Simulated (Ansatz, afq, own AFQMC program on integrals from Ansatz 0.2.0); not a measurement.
**Atomization energy of AlGa, singlet**

```tsv
atom	x (Å)	y (Å)	z (Å)
Al	0.0000	0.0000	0.0000
Ga	0.0000	0.0000	3.0185
```

Atoms in their ground-state spins without spin–orbit coupling (mostly on UHF) minus the molecule (RHF), without zero-point energy. The geometry is a stationary point, not shown to be a minimum.

Basis cc-pVTZ. Only valence electrons are correlated. AFQMC by an in-house program on the Cholesky factors that Ansatz 0.2.0 writes for its CCSD(T) run. ph-AFQMC/CISD is guided by a CISD state made of CCSD amplitudes; releasing the constraint for a short imaginary time cuts its bias at the price of noise, slowly where states lie close. Free projection: walkers drawn from exp(T), propagated without any constraint. Its projection time is finite, and what remains of the start isn't in its error. Uncertainties: one standard error, sampling alone. No spin–orbit coupling. The errors of all members are added in quadrature.

No full CI on the walks' own integrals is used here; CCSDT(Q) serves as the reference and is uncertain by about the last step of the cluster series. Each member takes its own surest rung, up to full CI.

The best estimate is CCSD(T) at the basis-set limit (CBS: def2-TZVPP and def2-QZVPP, with their diffuse functions for anions and beside diffuse sets, CCSD(T) itself extrapolated) plus the step from CCSD(T) to CCSDT(Q) in cc-pVTZ. Rows without CBS are in cc-pVTZ; B2PLYP and the wave-function rows carry a basis error of their own. Core correlation and relativity beyond core potentials are missing, and ± holds the sampling alone.

Cautions: inner d shell frozen; no relativity below Rb; no spin-orbit coupling; AlGa (singlet): higher spins were not checked, restricted determinant unstable towards unrestricted (UHF 588 meV lower, ⟨S²⟩ 1.10), the released energies are still falling, so no released level is given (meV from the phaseless value at times in 1/Eh: -17 ± 16 at 0.24, -12 ± 15 at 0.51, -25 ± 20 at 0.99, -35 ± 13 at 1.62, -47 ± 20 at 2.40), though the last usable value meets CCSDT(Q) within the noise, CCSDT(Q) on the UHF determinant differs (136 meV lower), perhaps since the unrestricted series falls towards higher spin, its ph-AFQMC/CISD value lies 39 ± 16 meV above CCSDT(Q).

Best estimate: 25.8 kcal/mol.

| level | atomization energy (kcal/mol) | error against the best estimate (kcal/mol) |
| --- | --- | --- |
| HF | 2.7 | -23.1 |
| MP2 | 19.5 | -6.3 |
| CCSD | 21.4 | -4.4 |
| CCSD(T) | 23.1 | -2.7 |
| ph-AFQMC/CISD | 23.1 ± 0.4 | -2.7 ± 0.4 |
| free AFQMC | 23.4 ± 0.3 | -2.4 ± 0.3 |
| HF/CBS | 2.9 | -23.0 |
| MP2/CBS | 22.0 | -3.9 |
| CCSD(T)/CBS | 25.2 | -0.7 |
| surest rungs in cc-pVTZ | 23.8 | -2.0 |

Correlation beyond CCSD(T) adds 0.7 kcal/mol. Going to the basis-set limit adds 2.0 kcal/mol at CCSD(T). The perturbative (T) step is worth +1.7 kcal/mol.

Best estimates are given only where the step beyond CCSD(T) is under 0.3 eV and no member's determinant is very poor (T1 over 0.05, or 0.07 for open shells, ⟨S²⟩ too high by 0.3, two states mixed), so the hardest cases are missing from such tables.

Free projections are given only where their last times agree within the noise and don't stop above the reference; a slow remainder of the start can still hide under it. Each member of a difference takes its own highest rung, so a best estimate needn't equal the limit plus the step of one row. A walk keeps the symmetry of its determinant, which the program's search chose and which needn't be the lowest solution, so a lower state of the same spin and another symmetry isn't excluded.
